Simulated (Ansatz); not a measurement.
Gas-phase electronic energies from Ansatz, PBE0-D4/def2-TZVP geometries. CCSD(T)/CBS is extrapolated from def2-TZVPP and def2-QZVPP, frozen cores. Open shells (•) are unrestricted, without spin–orbit coupling. Spin–orbit coupling would lower the free atoms: a little for C.

`C=C(C)C` → 4 C• + 8 H•  (atomization)

`C=C(C)C`:

Z-matrix (Å, degrees):
```
C
C 1 1.496
H 1 1.095 2 110.8
H 1 1.091 2 111.9 3 -121.0
H 1 1.095 2 110.8 3 117.9
C 2 1.496 1 115.7 3 -58.8
C 2 1.329 1 122.2 3 121.2
H 6 1.095 2 110.8 1 59.4
H 6 1.095 2 110.8 1 -58.6
H 6 1.091 2 111.8 1 -179.6
H 7 1.085 2 121.4 1 180.0
H 7 1.085 2 121.4 1 -0.0
```

| species | CCSD(T)/CBS(def2) energy (Eh) |
| --- | --- |
| `C=C(C)C` | -157.00240 |
| C• | -37.78987 |
| H• | -0.50000 |

Task: Work out ΔE.

Result: ΔE = 8 × (-0.50000) + 4 × (-37.78987) − (-157.00240) = 1.84292 Eh = +50.15 eV.

Largest T1 diagnostic among the species: 0.010.

From BLYP to BHLYP (50 % exact exchange), in def2-TZVPP and without D4, ΔE moves by −0.66 eV: exact exchange takes away binding that semilocal exchange gives to molecules. In def2-TZVPP, CCSD(T) changes the Hartree–Fock value by +10.96 eV (the triples alone add +0.60 eV) and MP2 by +11.40 eV; breaking electron pairs costs correlation energy, which Hartree–Fock lacks. Leaving LDA and LC-ωPBE aside and taking each functional with its dispersion term where it has one, the values, not all of them listed here, spread over 1.98 eV, from BHLYP-D4 to PBE-D4. LDA lies +5.77 eV from PBE without D4, its usual overbinding.
